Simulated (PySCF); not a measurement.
CH₆Si. Atoms are numbered in the order given.

```xyz
8

Si     0.0000     0.0000    -0.6340
C      0.0000     0.0000     1.2421
H      1.2024    -0.6942    -1.1564
H      0.0000     1.3884    -1.1564
H     -1.2024    -0.6942    -1.1564
H      0.0000    -1.0198     1.6311
H     -0.8832     0.5099     1.6311
H      0.8832     0.5099     1.6311
```
Charge 0, spin multiplicity 1.

Coordinates come from a B3LYP-D3(BJ)/def2-TZVP optimisation. The isomer is the one that the SMILES or the coordinates give; other isomers of the formula were not compared.

Calculation: B3LYP-D3(BJ)/def2-TZVP (PySCF).

Frequencies are harmonic and unscaled.

Modes within 1.5 cm⁻¹ of each other (mostly degenerate sets) share a row, with their intensities summed.

```csv
mode,ν (cm⁻¹),IR (km/mol),Raman (Å⁴/amu),depolarisation,moving atoms (share of kinetic energy)
1,199,0.0,0.0,–,H 100 %
2–3,523,20.3,4.6,0.75,H 97 %
4,695,11.5,18.4,0.20,"C 52 %, Si 28 %, H 20 %"
5–6,889,118.7,3.9,0.75,"H 75 %, C 18 %"
7,950,221.8,2.7,0.71,"H 90 %, Si 10 %"
8–9,963,90.3,31.7,0.75,H 98 %
10,1295,13.4,4.0,0.11,"H 80 %, C 20 %"
11–12,1464,6.0,11.1,0.75,H 96 %
13–15,2220,339.9,394.8,0.75,H 96 %
16,3035,5.3,141.0,0.00,H 97 %
17–18,3107,16.7,142.5,0.75,"H 91 %, C 9 %"
```
